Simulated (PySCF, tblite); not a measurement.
# H2O: protonation, part 2 of 2

tblite 0.8.0 and PySCF 2.14.0. Atoms count from 0.

### Step 13. Single point (H2O): wavefunction

Geometry: PBE0-D3(BJ)/def2-SVP.

What the job is given:

```
{"job": {"kind": "sp", "xc": "CCSD(T)", "basis": "aug-cc-pVTZ", "grid": 2}, "charge": 0, "multiplicity": 1}
O      0.010306     0.397155    -0.004969
H     -0.743881    -0.196774     0.068602
H      0.756486    -0.205453    -0.088708
```

With the program's defaults for keys left out, this is: wavefunction single point, frozen core, gas phase.

The log of the run:

```text
final grid: 21952 points
cycle   1  E = -76.0238076237  dE = -1.507e-01  |g| = 4.370e-01  |ddm| = 2.783e+00
cycle   2  E = -76.0493544555  dE = -2.555e-02  |g| = 2.622e-01  |ddm| = 7.459e-01
cycle   3  E = -76.0598934587  dE = -1.054e-02  |g| = 2.594e-02  |ddm| = 2.823e-01
cycle   4  E = -76.0600477972  dE = -1.543e-04  |g| = 5.839e-03  |ddm| = 3.213e-02
cycle   5  E = -76.0600627896  dE = -1.499e-05  |g| = 1.246e-03  |ddm| = 1.066e-02
cycle   6  E = -76.0600637845  dE = -9.949e-07  |g| = 2.374e-04  |ddm| = 2.829e-03
cycle   7  E = -76.0600638253  dE = -4.080e-08  |g| = 3.548e-05  |ddm| = 7.728e-04
cycle   8  E = -76.0600638260  dE = -7.512e-10  |g| = 4.099e-06  |ddm| = 1.053e-04
converged SCF energy = -76.0600638260
E(HF, exact integrals) = -76.0600687507
E(MP2) = -76.3289696567
E(CCSD) = -76.3336099819
E(CCSD(T)) = -76.3422998122
T1 diagnostic = 0.0101
```

Wall time 4.7 s (1 thread of Intel Xeon 6975P-C, shared host); peak memory 0.63 GiB.

### Step 14. Single point (H3O+): wavefunction

Geometry: PBE0-D3(BJ)/def2-SVP.

What the job is given:

```
{"job": {"kind": "sp", "xc": "CCSD(T)", "basis": "aug-cc-pVTZ", "grid": 2}, "charge": 1, "multiplicity": 1}
O     -0.006763     0.324327     0.067476
H     -0.760820    -0.277171    -0.115058
H      0.861778    -0.126130    -0.013716
H     -0.104233     0.801756     0.919760
```

With the program's defaults for keys left out, this is: wavefunction single point, frozen core, gas phase.

The log of the run:

```text
final grid: 27328 points
cycle   1  E = -76.3139224672  dE =  3.231e-01  |g| = 3.067e-01  |ddm| = 3.353e+00
cycle   2  E = -76.3382685234  dE = -2.435e-02  |g| = 7.707e-02  |ddm| = 6.629e-01
cycle   3  E = -76.3393210160  dE = -1.052e-03  |g| = 2.988e-02  |ddm| = 1.494e-01
cycle   4  E = -76.3394782431  dE = -1.572e-04  |g| = 6.640e-03  |ddm| = 4.330e-02
cycle   5  E = -76.3394908184  dE = -1.258e-05  |g| = 1.562e-03  |ddm| = 1.239e-02
cycle   6  E = -76.3394917908  dE = -9.724e-07  |g| = 2.421e-04  |ddm| = 2.789e-03
cycle   7  E = -76.3394918238  dE = -3.304e-08  |g| = 4.021e-05  |ddm| = 7.124e-04
cycle   8  E = -76.3394918248  dE = -9.303e-10  |g| = 6.333e-06  |ddm| = 1.173e-04
converged SCF energy = -76.3394918248
E(HF, exact integrals) = -76.3394874828
E(MP2) = -76.6001296819
E(CCSD) = -76.6082033454
E(CCSD(T)) = -76.6155600584
T1 diagnostic = 0.0063
```

Wall time 10 s (1 thread of Intel Xeon 6975P-C, shared host); peak memory 1.1 GiB.

### Step 15. Protonation: CCSD(T)/aug-cc-pVTZ

This step combines the energies above: geometries from PBE0-D3(BJ)/def2-SVP, zero-point and thermal terms from PBE0-D3(BJ)/def2-SVP.

What the job is given:

```
{"job": {"kind": "pa", "geom": {"xc": "PBE0", "basis": "def2-SVP", "d3": "d3bj", "grid": 1}, "hess": 1, "level": {"xc": "CCSD(T)", "basis": "aug-cc-pVTZ"}}, "charge": 0, "multiplicity": 1}
O      0.010306     0.397155    -0.004969
H     -0.743881    -0.196774     0.068602
H      0.756486    -0.205453    -0.088708
```

Output (the driver's rows laid out field by field):

```text
protonation site by site, CCSD(T)/aug-cc-pVTZ // PBE0-D3(BJ)/def2-SVP

row 1
  formula                 H3O
  charge                  1
  multiplicity            1
  smiles                  [OH3+]
  kept                    yes
  pieces                  1
  point_group             C3v
  atom                    0
  element                 O
  electronic              717.44
  enthalpy                689.87
  free_energy             658.82
  share_gas               1.0
```

It took 15 s on 1 thread of Intel Xeon 6975P-C, shared host; peak memory 1.1 GiB.

Energy given off on adding a proton (kJ/mol, gas phase, 298 K for the thermal columns):

```csv
site,product,electronic,enthalpy,free energy
O0,[OH3+],717.4,689.9,658.8
```

### Step 16. Single point (H2O): wavefunction

Geometry: PBE0-D3(BJ)/def2-SVP.

What the job is given:

```
{"job": {"kind": "sp", "xc": "MP2", "basis": "aug-cc-pVTZ", "grid": 2}, "charge": 0, "multiplicity": 1}
O      0.010306     0.397155    -0.004969
H     -0.743881    -0.196774     0.068602
H      0.756486    -0.205453    -0.088708
```

With the program's defaults for keys left out, this is: wavefunction single point, frozen core, gas phase.

The log of the run:

```text
final grid: 21952 points
cycle   1  E = -76.0238076237  dE = -1.507e-01  |g| = 4.370e-01  |ddm| = 2.783e+00
cycle   2  E = -76.0493544555  dE = -2.555e-02  |g| = 2.622e-01  |ddm| = 7.459e-01
cycle   3  E = -76.0598934587  dE = -1.054e-02  |g| = 2.594e-02  |ddm| = 2.823e-01
cycle   4  E = -76.0600477972  dE = -1.543e-04  |g| = 5.839e-03  |ddm| = 3.213e-02
cycle   5  E = -76.0600627896  dE = -1.499e-05  |g| = 1.246e-03  |ddm| = 1.066e-02
cycle   6  E = -76.0600637845  dE = -9.949e-07  |g| = 2.374e-04  |ddm| = 2.829e-03
cycle   7  E = -76.0600638253  dE = -4.080e-08  |g| = 3.548e-05  |ddm| = 7.728e-04
cycle   8  E = -76.0600638260  dE = -7.512e-10  |g| = 4.099e-06  |ddm| = 1.053e-04
converged SCF energy = -76.0600638260
E(HF, exact integrals) = -76.0600687507
E(MP2) = -76.3289695287
```

It took 0.59 s on 1 thread of Intel Xeon 6975P-C, shared host; peak memory 0.37 GiB.

### Step 17. Single point (H₃O+): wavefunction

Geometry: PBE0-D3(BJ)/def2-SVP.

What the job is given:

```
{"job": {"kind": "sp", "xc": "MP2", "basis": "aug-cc-pVTZ", "grid": 2}, "charge": 1, "multiplicity": 1}
O     -0.006763     0.324327     0.067476
H     -0.760820    -0.277171    -0.115058
H      0.861778    -0.126130    -0.013716
H     -0.104233     0.801756     0.919760
```

Method: wavefunction single point, frozen core, gas phase.

The log of the run:

```text
final grid: 27328 points
cycle   1  E = -76.3139224672  dE =  3.231e-01  |g| = 3.067e-01  |ddm| = 3.353e+00
cycle   2  E = -76.3382685234  dE = -2.435e-02  |g| = 7.707e-02  |ddm| = 6.629e-01
cycle   3  E = -76.3393210160  dE = -1.052e-03  |g| = 2.988e-02  |ddm| = 1.494e-01
cycle   4  E = -76.3394782431  dE = -1.572e-04  |g| = 6.640e-03  |ddm| = 4.330e-02
cycle   5  E = -76.3394908184  dE = -1.258e-05  |g| = 1.562e-03  |ddm| = 1.239e-02
cycle   6  E = -76.3394917908  dE = -9.724e-07  |g| = 2.421e-04  |ddm| = 2.789e-03
cycle   7  E = -76.3394918238  dE = -3.304e-08  |g| = 4.021e-05  |ddm| = 7.124e-04
cycle   8  E = -76.3394918248  dE = -9.303e-10  |g| = 6.333e-06  |ddm| = 1.173e-04
converged SCF energy = -76.3394918248
E(HF, exact integrals) = -76.3394874828
E(MP2) = -76.6001296683
```

Wall time 1 s (1 thread of Intel Xeon 6975P-C, shared host); peak memory 0.46 GiB.

### Step 18. Protonation: MP2/aug-cc-pVTZ

This step combines the energies above: geometries from PBE0-D3(BJ)/def2-SVP, zero-point and thermal terms from PBE0-D3(BJ)/def2-SVP.

What the job is given:

```
{"job": {"kind": "pa", "geom": {"xc": "PBE0", "basis": "def2-SVP", "d3": "d3bj", "grid": 1}, "hess": 1, "level": {"xc": "MP2", "basis": "aug-cc-pVTZ"}}, "charge": 0, "multiplicity": 1}
O      0.010306     0.397155    -0.004969
H     -0.743881    -0.196774     0.068602
H      0.756486    -0.205453    -0.088708
```

Output (the driver's rows laid out field by field):

```text
protonation site by site, MP2/aug-cc-pVTZ // PBE0-D3(BJ)/def2-SVP

row 1
  formula                 H3O
  charge                  1
  multiplicity            1
  smiles                  [OH3+]
  kept                    yes
  pieces                  1
  point_group             C3v
  atom                    0
  element                 O
  electronic              711.93
  enthalpy                684.36
  free_energy             653.3
  share_gas               1.0
```

Wall time 1.7 s (1 thread of Intel Xeon 6975P-C, shared host); peak memory 0.46 GiB.

Energy given off on adding a proton (kJ/mol, gas phase, 298 K for the thermal columns):

```csv
site,product,electronic,enthalpy,free energy
O0,[OH3+],711.9,684.4,653.3
```

### Step 19. Single point (H₂O): HF/aug-cc-pVTZ

Geometry: PBE0-D3(BJ)/def2-SVP.

What the job is given:

```
{"job": {"kind": "sp", "xc": "HF", "basis": "aug-cc-pVTZ", "grid": 2}, "charge": 0, "multiplicity": 1}
O      0.010306     0.397155    -0.004969
H     -0.743881    -0.196774     0.068602
H      0.756486    -0.205453    -0.088708
```

The log of the run:

```text
final grid: 21952 points
cycle   1  E = -76.0238076237  dE = -1.507e-01  |g| = 4.370e-01  |ddm| = 2.783e+00
cycle   2  E = -76.0493544555  dE = -2.555e-02  |g| = 2.622e-01  |ddm| = 7.459e-01
cycle   3  E = -76.0598934587  dE = -1.054e-02  |g| = 2.594e-02  |ddm| = 2.823e-01
cycle   4  E = -76.0600477972  dE = -1.543e-04  |g| = 5.839e-03  |ddm| = 3.213e-02
cycle   5  E = -76.0600627896  dE = -1.499e-05  |g| = 1.246e-03  |ddm| = 1.066e-02
cycle   6  E = -76.0600637845  dE = -9.949e-07  |g| = 2.374e-04  |ddm| = 2.829e-03
cycle   7  E = -76.0600638253  dE = -4.080e-08  |g| = 3.548e-05  |ddm| = 7.728e-04
cycle   8  E = -76.0600638260  dE = -7.512e-10  |g| = 4.099e-06  |ddm| = 1.053e-04
converged SCF energy = -76.0600638260
```

Run time: 0.09 s. Hardware: 1 thread of Intel Xeon 6975P-C, shared host.

### Step 20. Single point (H3O+): HF/aug-cc-pVTZ

Geometry: PBE0-D3(BJ)/def2-SVP.

What the job is given:

```
{"job": {"kind": "sp", "xc": "HF", "basis": "aug-cc-pVTZ", "grid": 2}, "charge": 1, "multiplicity": 1}
O     -0.006763     0.324327     0.067476
H     -0.760820    -0.277171    -0.115058
H      0.861778    -0.126130    -0.013716
H     -0.104233     0.801756     0.919760
```

The log of the run:

```text
final grid: 27328 points
cycle   1  E = -76.3139224672  dE =  3.231e-01  |g| = 3.067e-01  |ddm| = 3.353e+00
cycle   2  E = -76.3382685234  dE = -2.435e-02  |g| = 7.707e-02  |ddm| = 6.629e-01
cycle   3  E = -76.3393210160  dE = -1.052e-03  |g| = 2.988e-02  |ddm| = 1.494e-01
cycle   4  E = -76.3394782431  dE = -1.572e-04  |g| = 6.640e-03  |ddm| = 4.330e-02
cycle   5  E = -76.3394908184  dE = -1.258e-05  |g| = 1.562e-03  |ddm| = 1.239e-02
cycle   6  E = -76.3394917908  dE = -9.724e-07  |g| = 2.421e-04  |ddm| = 2.789e-03
cycle   7  E = -76.3394918238  dE = -3.304e-08  |g| = 4.021e-05  |ddm| = 7.124e-04
cycle   8  E = -76.3394918248  dE = -9.303e-10  |g| = 6.333e-06  |ddm| = 1.173e-04
converged SCF energy = -76.3394918248
```

Wall time 0.15 s (1 thread of Intel Xeon 6975P-C, shared host).

### Step 21. Protonation: HF/aug-cc-pVTZ

This step combines the energies above: geometries from PBE0-D3(BJ)/def2-SVP, zero-point and thermal terms from PBE0-D3(BJ)/def2-SVP.

What the job is given:

```
{"job": {"kind": "pa", "geom": {"xc": "PBE0", "basis": "def2-SVP", "d3": "d3bj", "grid": 1}, "hess": 1, "level": {"xc": "HF", "basis": "aug-cc-pVTZ"}}, "charge": 0, "multiplicity": 1}
O      0.010306     0.397155    -0.004969
H     -0.743881    -0.196774     0.068602
H      0.756486    -0.205453    -0.088708
```

Output (the driver's rows laid out field by field):

```text
protonation site by site, HF/aug-cc-pVTZ // PBE0-D3(BJ)/def2-SVP

row 1
  formula                 H3O
  charge                  1
  multiplicity            1
  smiles                  [OH3+]
  kept                    yes
  pieces                  1
  point_group             C3v
  atom                    0
  element                 O
  electronic              733.64
  enthalpy                706.06
  free_energy             675.01
  share_gas               1.0
```

Run time: 0.34 s. Hardware: 1 thread of Intel Xeon 6975P-C, shared host.

Energy given off on adding a proton (kJ/mol, gas phase, 298 K for the thermal columns):

```csv
site,product,electronic,enthalpy,free energy
O0,[OH3+],733.6,706.1,675.0
```

### Step 22. Results

What follows sums up all 2 parts.

```
                                       quantity                       value
      strongest single infrared mode (GFN2-xTB)       1539 cm⁻¹, 133 km/mol
                   zero-point energy (GFN2-xTB)               12.6 kcal/mol
                                    point group                         C2v
           rotational constants (main isotopes)  788.69, 440.66, 282.71 GHz
   proton affinity (−ΔH), O0 (M06-2X/def2-TZVP)                693.3 kJ/mol
proton affinity (−ΔH), O0 (CCSD(T)/aug-cc-pVTZ)                689.9 kJ/mol
    proton affinity (−ΔH), O0 (MP2/aug-cc-pVTZ)                684.4 kJ/mol
     proton affinity (−ΔH), O0 (HF/aug-cc-pVTZ)                706.1 kJ/mol
```

What this shows: No mode is imaginary among the 3: a minimum at this level. The strongest single mode, at 1539 cm⁻¹, moves mainly H2 and H1. Unscaled tight-binding wavenumbers are off by several per cent, some by more. Its intensities can rank the bands wrongly. The optimisation took 2 steps and gained 0.011 eV; among the close pairs (by a distance rule), O0–H2 changed most, from 0.959 to 0.963 Å (PBE0/def2-SVP). The proton affinity (−ΔH) at O0 is 693.3 kJ/mol at M06-2X/def2-TZVP; zero-point and thermal terms move it by -27.6 kJ/mol from the electronic value.
